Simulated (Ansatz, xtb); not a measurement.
# CH7N3: 3 structures ranked

3 gas-phase structures of CH7N3, found in a search over its isomers (lower ones may exist). Each was relaxed with GFN2-xTB; where two conformers were screened, the lower at r2SCAN-D4/def2-SVP is listed:

A. `NCNN`, a singlet
B. `NC[N-][NH3+]`, a singlet
C. `NC(N)N`, a singlet

Task: Make a reasoned guess at their ranking by r2SCAN-D4/def2-SVP single-point energy.

Result: Calculated order at r2SCAN-D4/def2-SVP: C (0.0), A (112.4), B (272.6) kJ/mol.

Energies above the lowest of each column, in kJ/mol; the last columns are at PBE0-D3(BJ)/def2-SVP geometries and were run for some of them only (a dash: not run or not comparable):

```
structure  GFN2-xTB  HF/STO-3G  r2SCAN-D4/def2-SVP  PBE0-D3(BJ)/def2-SVP  CCSD(T)/def2-SVP + ΔMP2/def2-TZVPP
        C       0.0        0.0                 0.0                   0.0                                 0.0
        A      82.3       60.6               112.4                 110.0                               120.6
        B     278.8      331.5               272.6                     –                                   –
```

Every level run on C puts it lowest or level with the lowest. Some further structures that were screened fall inside this span and aren't listed. Flexible structures stand in one conformer each, not always the lowest. Frequencies (PBE0-D3(BJ)/def2-SVP) were run for A, C alone. ΔMP2 is the change of the MP2 energy from the smaller to the larger basis.

Programs: Ansatz 0.2.0, xtb 6.7.1.
